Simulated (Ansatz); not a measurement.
Al (fcc, Cu type): values from a third-order Birch-Murnaghan fit to a volume scan beside measured ones. Computed values: PBE (plane waves to 420 eV, PAW, scalar-relativistic; Ansatz, a quantum-chemistry and plane-wave program). Al was relaxed with its symmetry unable to fall. The PAW data are Ansatz's earlier set.

| quantity | reference | kind |
|---|---|---|
| Lattice constant a (Å) | 4.018 | measured, corrected to the static lattice |
| Bulk modulus B₀ (GPa) | 80.8 | measured, corrected to the static lattice |

References as given in: Daniel Mejia-Rodriguez, S. B. Trickey, Physical Review B (2018), arXiv:1807.09216; H. Levämäki, M. P. J. Punkkinen, K. Kokko et al., Physical Review B (2014), arXiv:1402.3671.

Task: What does PBE give, and how far is that from the reference?

Result: 
| quantity | PBE | difference |
|---|---|---|
| Lattice constant a (Å) | 4.040 | +0.5 % |
| Bulk modulus B₀ (GPa) | 76.5 | -5.3 % |

PBE overestimates the lattice constant a by 0.5 %. PBE underestimates the bulk modulus B₀ by 5.3 %.

(Under strain, the slope of the energy per volume gives the stress and its curvature an elastic modulus.)
